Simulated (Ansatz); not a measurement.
Task: Name a neutral molecule of C, O, S and H with LUMO energy (ωB97M-V/def2-TZVPP) between 0.30 and 0.60 eV and size of the dipole moment (PBE/def2-TZVPP) between 3.00 and 3.30 D (Ansatz, PBE0-D4/def2-TZVP geometry).

Result: `S=COCS` (0.46 eV, 3.27 D). Other molecules can fit too; these were computed, each in one conformer that needn't be the lowest.
